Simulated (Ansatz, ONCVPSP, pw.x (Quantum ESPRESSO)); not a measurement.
## What a changed setting does to a pw.x run (fcc Tc)

Potential: optimised norm-conserving Vanderbilt (ONCV), ONCVPSP 4.0.1, PBEsol; core [Kr], reference 4d5 5s2; waves: 5s: rc 2.75 bohr, ncon 4, nbas 8, qcut 2.1 1/bohr, 2 projectors, debl 2.6 Ha; p scattering state at 0.14 Ha: rc 2.45 bohr, ncon 3, nbas 6, qcut 3.6 1/bohr, 2 projectors, debl 3.3 Ha; 4d: rc 2.05 bohr, ncon 3, nbas 8, qcut 7.4 1/bohr, 2 projectors, debl 1.4 Ha; local part: polynomial inside 1.60 bohr (lpopt 4, dvloc0 -1 Ha); core correction: Teter function, fcfact 3, rcfact 1.15. In the p channel the program set the typed energies aside and used 0.050, 3.350 Ha.

The reference run (k-mesh 15³, cutoffs 50/200 Ry, Fermi–Dirac 0.01 Ry, mixing_beta 0.4, conv_thr 1e-9, no spin) gives -3.94 GPa at 14.097 Å³/atom, where all-electron LAPW gives -0.35 GPa. This run, with its own iteration cap, changes k-mesh points per axis to 3.

```
&control
  calculation='scf', prefix='x', pseudo_dir='./', outdir='./tmp', tstress=.true., disk_io='none'
/
&system
  ibrav=0, nat=1, ntyp=1, ecutwfc=50, ecutrho=200, nbnd=11,
  occupations='smearing', smearing='fd', degauss=0.01
/
&electrons
  conv_thr=1e-09, mixing_beta=0.4, electron_maxstep=60
/
ATOMIC_SPECIES
Tc 1.0 Tc.UPF
CELL_PARAMETERS angstrom
  0.00000000 1.91733898 1.91733898
  1.91733898 0.00000000 1.91733898
  1.91733898 1.91733898 0.00000000
ATOMIC_POSITIONS crystal
Tc 0.0000 0.0000 0.0000
K_POINTS automatic
3 3 3 0 0 0
```

```bash
pw.x < Tc.scf.in > Tc.scf.out
```

Problem. How does the run end?

Solution. It converges in 6 iterations; the free energy moves by +813.7 meV/atom and the pressure by +15.89 GPa.

```
Message from routine setup:
     using ibrav=0 with symmetry is DISCOURAGED, use correct ibrav instead
     lattice parameter (alat)  =       5.1240  a.u.
     unit-cell volume          =      95.1313 (a.u.)^3
     number of electrons       =         7.00
     number of Kohn-Sham states=           11
     kinetic-energy cutoff     =      50.0000  Ry
     charge density cutoff     =     200.0000  Ry
     scf convergence threshold =      1.0E-09
     Exchange-correlation= PBESOL
     number of k points=     4  Fermi-Dirac smearing, width (Ry)=  0.0100
     iteration #  1     ecut=    50.00 Ry     beta= 0.40
     total energy              =     -25.05934983 Ry
     estimated scf accuracy    <       0.06320673 Ry
     iteration #  2     ecut=    50.00 Ry     beta= 0.40
     total energy              =     -25.06639249 Ry
     estimated scf accuracy    <       0.00168177 Ry
     iteration #  3     ecut=    50.00 Ry     beta= 0.40
     total energy              =     -25.06682876 Ry
     estimated scf accuracy    <       0.00009732 Ry
     iteration #  4     ecut=    50.00 Ry     beta= 0.40
     total energy              =     -25.06683644 Ry
     estimated scf accuracy    <       0.00000635 Ry
     iteration #  5     ecut=    50.00 Ry     beta= 0.40
     total energy              =     -25.06683778 Ry
     estimated scf accuracy    <       0.00000009 Ry
     iteration #  6     ecut=    50.00 Ry     beta= 0.40
     the Fermi energy is    16.2457 ev
!    total energy              =     -25.06683781 Ry
     estimated scf accuracy    <          3.6E-10 Ry
     smearing contrib. (-TS)   =      -0.00830303 Ry
     The total energy is F=E-TS. E is the sum of the following terms:
     one-electron contribution =      12.49716611 Ry
     hartree contribution      =       0.82528161 Ry
     xc contribution           =      -7.37863417 Ry
     ewald contribution        =     -31.00234834 Ry
     convergence has been achieved in   6 iterations
          total   stress  (Ry/bohr**3)                   (kbar)     P=      119.51
     Message from routine punch:
     Nothing written, as per user request (disk_io='none')
```

The run took about 1.1 s on one core of a shared server CPU.
